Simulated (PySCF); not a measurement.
# EPR parameters of [C4H4S]-

Compound: C₄H₄S (charge -1 and doublet state).
Structure used (GFN2-xTB), in Å, numbered top down from 1:
```
atom  x, y, z in Å
C1    -1.816    0.165   -0.158
C2    -0.383   -0.003   -0.320
C3     0.817   -0.174   -0.455
C4     2.169   -0.309   -0.615
S5     3.219    0.975   -1.028
H6    -2.139   -0.103    0.857
H7    -2.096    1.208   -0.337
H8    -2.376   -0.462   -0.863
H9     2.618   -1.290   -0.475
```

Identity: `CC#C[CH][S-]` [radical] (charge -1).

Method used: PySCF, UKS B3LYP, pcH-1 on C H S, non-relativistic, mean-field spin-orbit, GIAO. Whether the extra electron is bound in the gas phase wasn't checked; a finite basis holds it in any case. Couplings are sensitive to structure, and on GFN2-xTB geometries they can be far from those on DFT ones, by a factor of two or more for some ions and for spin on atoms past the first row. The SCF solution wasn't tested for stability.

```json
{
 "g1, g2, g3": "2.00190, 2.01147, 2.01916",
 "g_iso": "2.01084",
 "Form of g": "rhombic: the two nearest values differ by 45 % of g3 − g1",
 "⟨S²⟩": "0.7579 (exact 0.7500)",
 "α and β electrons": "23, 22",
 "HOMO–LUMO gap, α and β orbitals": "3.40, 3.52 eV",
 "Total energy": "-552.99112 Eh"
}
```

Hyperfine couplings atom by atom, in MHz; T1 to T3 are the principal values of the dipolar part; ρ(0) is the spin density at the nucleus:

| atom | isotope | a_iso | of which spin–orbit | T1 | T2 | T3 | Mulliken spin population | ρ(0) (bohr⁻³) |
| --- | --- | --- | --- | --- | --- | --- | --- | --- |
| C1 | 13C | -15.3 | 0.0 | -0.7 | -0.4 | 1.1 | -0.03 | -0.0136 |
| C2 | 13C | 28.5 | 0.0 | -27.8 | -21.9 | 49.7 | 0.33 | 0.0253 |
| C3 | 13C | -42.1 | 0.0 | -9.6 | -2.4 | 12.0 | -0.12 | -0.0374 |
| C4 | 13C | 41.7 | 0.4 | -41.0 | -39.7 | 80.7 | 0.43 | 0.0367 |
| S5 | 33S | 6.1 | 0.5 | -36.4 | -32.6 | 69.0 | 0.37 | 0.0162 |
| H6 | 1H | 41.3 | 0.0 | -2.0 | -1.7 | 3.7 | 0.02 | 0.0092 |
| H7 | 1H | 3.8 | 0.0 | -2.1 | -1.6 | 3.6 | 0.00 | 0.0008 |
| H8 | 1H | 41.3 | 0.0 | -2.0 | -1.7 | 3.7 | 0.02 | 0.0092 |
| H9 | 1H | -33.9 | 0.1 | -18.2 | -1.7 | 19.9 | -0.03 | -0.0076 |

The largest Mulliken spin populations are on C4 (+0.43), S5 (+0.37), C2 (+0.33) and C3 (-0.12). Three atoms exceed +0.15. The positive populations add up to 1.17 and the negative ones to -0.17, together 2S = 1.

C4, the radical centre as drawn in `CC#C[CH][S-]`, holds a spin population of +0.43 out of 1.

Axes: g3 points within 6° of the C4–S5 bond.

Under fast tumbling the dipolar parts average out, and these isotropic splittings remain: 1 × 1H (H9, I = 1/2, 2 lines) with 1.20 mT and 3 × 1H (H6/H7/H8, I = 1/2, 4 lines) with 1.02 mT.

Nuclei that the bonding pattern makes equivalent are averaged, as if the motion that swaps them (rotation, inversion, ring flip) were fast. The three 1H nuclei of mean +28.8 MHz run from 3.8 to 41.3 MHz in the frozen geometry.

The 33S coupling of S5 (6.1 MHz) shows only in satellite lines or after enrichment, since that isotope makes up about 0.76 % of natural sulfur.

The 13C coupling of C3 (-42.1 MHz) shows only in satellite lines or after enrichment, since that isotope makes up about 1.07 % of natural carbon.
